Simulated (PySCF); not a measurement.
input.py for LiSi⁻

The script input.py:

```python
from pyscf import gto, dft

mol = gto.M(
    atom='Li 0 0 0; Si 0 0 2.375',
    basis='jorge-dzp',
    charge=-1,
    spin=0,
    verbose=4,
)
mf = dft.RKS(mol, xc='b3pw91')
mf = mf.density_fit(auxbasis='def2-universal-jkfit')
mf.kernel()
mf.analyze()
print('orbital energies (hartree):', mf.mo_energy[..., max(0, mol.nelec[1]-3):mol.nelec[0]+3].round(4))
```

```bash
$ python input.py
```

Output (some set-up lines removed):

```
PySCF version 2.14.0

[INPUT] verbose = 4
[INPUT] num. atoms = 2
[INPUT] num. electrons = 18
[INPUT] charge = -1
[INPUT] spin (= nelec alpha-beta = 2S) = 0
[INPUT] symmetry False subgroup None
[INPUT] Mole.unit = angstrom
[INPUT] Symbol           X                Y                Z      unit          X                Y                Z       unit  Magmom
[INPUT]  1 Li     0.000000000000   0.000000000000   0.000000000000 AA    0.000000000000   0.000000000000   0.000000000000 Bohr   0.0
[INPUT]  2 Si     0.000000000000   0.000000000000   2.375000000000 AA    0.000000000000   0.000000000000   4.488099545842 Bohr   0.0

nuclear repulsion = 9.35808120363789
number of shells = 19
number of NR pGTOs = 73
number of NR cGTOs = 39
basis = jorge-dzp
ecp = {}

******** <class 'pyscf.df.df_jk.DFRKS'> ********
method = DFRKS
initial guess = minao
damping factor = 0
level_shift factor = 0
DIIS = <class 'pyscf.scf.diis.CDIIS'>
diis_start_cycle = 1
diis_space = 8
diis_damp = 0
SCF conv_tol = 1e-09
SCF conv_tol_grad = None
SCF max_cycles = 50
direct_scf = False
XC library pyscf.dft.libxc version 7.0.0
    S. Lehtola, C. Steigemann, M. J.T. Oliveira, and M. A.L. Marques.,  SoftwareX 7, 1–5 (2018)
XC functionals = b3pw91
    A. D. Becke.,  J. Chem. Phys. 98, 5648 (1993)
radial grids:
    Treutler-Ahlrichs [JCP 102, 346 (1995); DOI:10.1063/1.469408] (M4) radial grids

becke partition: Becke, JCP 88, 2547 (1988); DOI:10.1063/1.454033
pruning grids: <function nwchem_prune>
grids dens level: 3
symmetrized grids: False
atomic radii adjust function: <function treutler_atomic_radii_adjust>
small_rho_cutoff = 0
Set gradient conv threshold to 3.16228e-05
Initial guess from minao.
tot grids = 32904
******** <class 'pyscf.df.df.DF'> ********
auxbasis = def2-universal-jkfit
init E= -296.799861557458

WARN: HOMO -0.147490051174134 == LUMO -0.147490051174083

cycle= 1 E= -296.794665490017  delta_E= 0.0052  |g|= 0.285  |ddm|= 1.61
  HOMO = 0.109282918147027  LUMO = 0.116549996991744  gap/eV = 0.19775
cycle= 2 E= -296.129780239784  delta_E= 0.665  |g|= 0.722  |ddm|= 2.86
  HOMO = 0.036859870766929  LUMO = 0.0604442487028143  gap/eV = 0.64176
cycle= 3 E= -296.863776305536  delta_E= -0.734  |g|= 0.0893  |ddm|= 2.45
  HOMO = 0.0340691173723141  LUMO = 0.0615327381584632  gap/eV = 0.74732
cycle= 4 E= -296.874128853196  delta_E= -0.0104  |g|= 0.0264  |ddm|= 0.361
  HOMO = 0.0341424921769598  LUMO = 0.0627347135923901  gap/eV = 0.77803
cycle= 5 E= -296.874674765239  delta_E= -0.000546  |g|= 0.00839  |ddm|= 0.127
  HOMO = 0.0318361214713296  LUMO = 0.0607146657954837  gap/eV = 0.78583
cycle= 6 E= -296.874686532993  delta_E= -1.18e-05  |g|= 0.00738  |ddm|= 0.0315
  HOMO = 0.031458578015475  LUMO = 0.0603729924026381  gap/eV = 0.78680
cycle= 7 E= -296.87471307809  delta_E= -2.65e-05  |g|= 0.00511  |ddm|= 0.00985
  HOMO = 0.0310174453698847  LUMO = 0.0599468636247388  gap/eV = 0.78721
cycle= 8 E= -296.874731817098  delta_E= -1.87e-05  |g|= 0.0019  |ddm|= 0.00919
  HOMO = 0.0307168142612841  LUMO = 0.0596565263302362  gap/eV = 0.78749
cycle= 9 E= -296.874734781486  delta_E= -2.96e-06  |g|= 0.000264  |ddm|= 0.00396
  HOMO = 0.0306544970314243  LUMO = 0.0595992007155609  gap/eV = 0.78763
cycle= 10 E= -296.874734830844  delta_E= -4.94e-08  |g|= 5.77e-05  |ddm|= 0.000664
  HOMO = 0.0306432088488218  LUMO = 0.0595883637152484  gap/eV = 0.78764
cycle= 11 E= -296.87473483423  delta_E= -3.39e-09  |g|= 2.96e-06  |ddm|= 0.000221
  HOMO = 0.0306427406851098  LUMO = 0.0595878622980341  gap/eV = 0.78764
cycle= 12 E= -296.874734834281  delta_E= -5.02e-11  |g|= 1.39e-06  |ddm|= 3.57e-05
  HOMO = 0.0306426951267937  LUMO = 0.0595878133224326  gap/eV = 0.78764
Extra cycle  E= -296.874734834313  delta_E= -3.25e-11  |g|= 1.51e-06  |ddm|= 2.32e-05
converged SCF energy = -296.874734834313
**** SCF Summaries ****
Total Energy =                        -296.874734834313188
Nuclear Repulsion Energy =               9.358081203637894
One-electron Energy =                 -432.818382594995114
Two-electron Energy =                  126.585566557044046
Two-electron Coulomb Energy =          149.361843923744004
DFT Exchange-Correlation Energy =      -22.776277366699961
HOMO-LUMO gap [eV] =                     0.787636784616056
**** MO energy ****
MO #1   energy= -65.9168474505119  occ= 2
MO #2   energy= -5.0821349471984   occ= 2
MO #3   energy= -3.44294830136571  occ= 2
MO #4   energy= -3.43325880891419  occ= 2
MO #5   energy= -3.43186185592343  occ= 2
MO #6   energy= -1.82349253267761  occ= 2
MO #7   energy= -0.221310175215223 occ= 2
MO #8   energy= 0.0076878512838464 occ= 2
MO #9   energy= 0.0306426951267937 occ= 2
MO #10  energy= 0.0595878133224326 occ= 0
MO #11  energy= 0.073919826648919  occ= 0
MO #12  energy= 0.119463215557503  occ= 0
[27 lines left out]
 ** Mulliken pop on meta-lowdin orthogonal AOs  **
 ** Mulliken pop  **
pop of  0 Li 1s           1.99957
pop of  0 Li 2s           0.73875
pop of  0 Li 3s           0.00229
pop of  0 Li 4s           0.00169
pop of  0 Li 2px          0.13959
pop of  0 Li 2py          0.16449
pop of  0 Li 2pz          0.01104
pop of  0 Li 3px          0.01245
pop of  0 Li 3py          0.01468
pop of  0 Li 3pz          0.04984
pop of  0 Li 3dxy         0.00011
pop of  0 Li 3dyz         0.00030
[27 lines left out]
 ** Mulliken atomic charges  **
charge of    0Li =     -0.13569
charge of    1Si =     -0.86431

WARN: System has nonzero charge -1; the dipole moment is origin-dependent.
Location of origin: [0. 0. 0.]

Dipole moment(X, Y, Z, Debye):  0.00000,  0.00000, -7.43610
orbital energies (hartree): [-0.2213  0.0077  0.0306  0.0596  0.0739  0.1195]
```

In short: E(SCF) = -296.874735 Eh, 12 cycles.

Wall time 1.9 s on one thread of a shared host.

At this level a UKS run with spin=4 ends 0.83 eV lower; the true order of the states can differ. The basis has no diffuse functions, which an anion needs. Stability towards an unrestricted solution was not tested. The bond length is a typed value, not an optimised one. The dipole of an ion depends on the origin.
